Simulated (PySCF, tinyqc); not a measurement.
Inside a calculation. Method: RHF in the sto-3g basis, for BH, spin multiplicity 1. The lowest restricted solution is unstable here: a spin-polarised one lies 0.0063 hartree lower (PySCF). One step of it, computed by the program tinyqc.

Problem. Iteration 4: DIIS coefficients. Solve [B -1; -1 0][c; lambda] = [0; -1] for the coefficients, which sum to one.

B (overlaps of the stored error matrices):
```
[[7.5393023e-03, 3.3563015e-03],
 [3.3563015e-03, 1.5627410e-03]]
```

Give: DIIS coefficients.

Solution.

DIIS coefficients: [-0.751, 1.751]
